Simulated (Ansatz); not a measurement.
# C₃H₅F₃: one species, many methods

Aim: compute C₃H₅F₃ with functionals from several rungs and with coupled cluster. The yardstick is the atomisation energy at the CCSD(T) limit.

The runs use Ansatz 0.2.0, Gaussian basis; functionals in def2-TZVPP, the program's frozen cores in correlated methods.

Plan: LDA (SPW92), PBE-D4, revPBE-D4, BLYP-D4, r2SCAN-D4, B97M-V, PBE0-D4, B3LYP-D4, r2SCANh-D4, r2SCAN0-D4, HSE06-D4, BHLYP-D4, CAM-B3LYP-D4, LC-ωPBE, ωB97X-V, ωB97M-V, B2PLYP, PBE-QIDH; CCSD(T)/def2-SVP; CCSD(T)/def2-TZVPP; MP2/def2-QZVPP; extrapolation to the limit; RPA on PBE.

### Step 1. Structure used throughout

The geometry comes from an earlier relaxation with PBE0-D4 in a triple-zeta def2 set; it is a stationary point, not always the lowest conformer.

11 atoms, charge 0, spin multiplicity 1.

Atoms are counted from 1 here; the program's logs count them from 0.

Bond lengths: C1–C2 1.518 Å, C1–H7 1.091 Å, C1–H8 1.091 Å, C1–H9 1.091 Å, C2–C3 1.504 Å, C2–H10 1.092 Å, C2–H11 1.092 Å, C3–F4 1.342 Å, C3–F5 1.341 Å, C3–F6 1.342 Å. Angles: C2–C1–H7 111.2°, C2–C1–H8 110.1°, C2–C1–H9 111.2°, H7–C1–H8 108.0°, H7–C1–H9 108.2°, H8–C1–H9 108.0°, C1–C2–C3 113.0°, C1–C2–H10 111.4°, C1–C2–H11 111.4°, C3–C2–H10 106.7°, C3–C2–H11 106.7°, H10–C2–H11 107.4°, C2–C3–F4 112.1°, C2–C3–F5 111.4°, C2–C3–F6 112.1°, F4–C3–F5 107.0°, F4–C3–F6 106.9°, F5–C3–F6 107.0°.

### Step 2. LDA

This LDA is Slater exchange with PW92 correlation.

Input file in.yaml:

```yaml
crystal:
  periodic: [false, false, false]
  atoms:
    - {symbol: C, position_ang: [-0.214272, -1.055587, 0.758438]}
    - {symbol: C, position_ang: [0.285968, -0.307544, -0.463632]}
    - {symbol: C, position_ang: [0.025457, 1.171621, -0.393450]}
    - {symbol: F, position_ang: [-1.284074, 1.448913, -0.298469]}
    - {symbol: F, position_ang: [0.482073, 1.800853, -1.485971]}
    - {symbol: F, position_ang: [0.622784, 1.739210, 0.665691]}
    - {symbol: H, position_ang: [0.274369, -0.699063, 1.666451]}
    - {symbol: H, position_ang: [-0.003375, -2.120978, 0.658090]}
    - {symbol: H, position_ang: [-1.291715, -0.935144, 0.880969]}
    - {symbol: H, position_ang: [1.363783, -0.431018, -0.592018]}
    - {symbol: H, position_ang: [-0.195496, -0.668262, -1.375501]}
basis:
  gaussian: {orbitals: def2-TZVPP}
hamiltonian: {xc: lda}
output: {orbitals: {seedname: orbitals}}
```

Started as:

```bash
> ansatz run in.yaml --threads 2 --pin off --events-out ev --progress --plain --max-ram 22528MiB --backend cpu
```

The runs that follow: PBE-D4 (GGA); revPBE-D4 (GGA); BLYP-D4 (GGA); r2SCAN-D4 (meta-GGA); B97M-V (meta-GGA); B3LYP-D4 (hybrid); r2SCANh-D4 (hybrid); r2SCAN0-D4 (hybrid); HSE06-D4 (hybrid); BHLYP-D4 (hybrid); CAM-B3LYP-D4 (range-separated); LC-ωPBE (range-separated); ωB97X-V (range-separated); ωB97M-V (range-separated); B2PLYP (double hybrid); PBE-QIDH (double hybrid); CCSD(T) in def2-SVP; CCSD(T) in def2-TZVPP; MP2 in def2-QZVPP; RPA on PBE orbitals.

Before running them: what should the planned runs give, taken together? Wanted: atomisation energy, CCSD(T)/CBS; farthest beyond LDA; mean size of error, GGA; mean size of error, meta-GGA; mean size of error, hybrid; mean size of error, range-separated; mean size of error, double hybrid; gap, smallest and largest; T1 diagnostic.

**Answer**, as computed:

```
                               quantity                                                                         value
        atomisation energy, CCSD(T)/CBS                                                                 4413.5 kJ/mol
 functionals within 22.1 kJ/mol (0.5 %)  revPBE-D4, BLYP-D4, B97M-V, B3LYP-D4, r2SCANh-D4, ωB97X-V, ωB97M-V, PBE-QIDH
                    farthest beyond LDA                                                      BHLYP-D4 (-171.6 kJ/mol)
                mean size of error, GGA                                                                   48.0 kJ/mol
           mean size of error, meta-GGA                                                                   15.1 kJ/mol
             mean size of error, hybrid                                                                   53.4 kJ/mol
    mean size of error, range-separated                                                                   22.5 kJ/mol
      mean size of error, double hybrid                                                                   28.0 kJ/mol
              gap, smallest and largest                                         8.95 eV (BLYP-D4), 16.35 eV (LC-ωPBE)
                          T1 diagnostic                                                                        0.0109
triples share of the correlation energy                                                                         3.2 %
```

What this shows: LDA overbinds by 759.0 kJ/mol (17 %). PBE-D4 misses by +135.2 kJ/mol. Double hybrids carry the basis error of their MP2 part in triple zeta, and no dispersion term here, so their miss is partly the set-up's. By mean error the best rung here is meta-GGA (15.1 kJ/mol) and the worst beyond LDA is hybrid (53.4 kJ/mol). The gap between the best rungs is small, so their order is not settled. The mean of the hybrids holds BHLYP, with half exact exchange. Misses under about 22.1 kJ/mol are within the doubt on the reference itself, which lacks core-valence correlation, relativity and higher excitations. Hartree-Fock recovers 73 % of the binding; the rest is correlation. CCSD(T) in def2-SVP is off by -173.2 kJ/mol, so the small basis spoils what the method gains. Orbital gaps span 8.9 to 16.4 eV; exact exchange widens them.
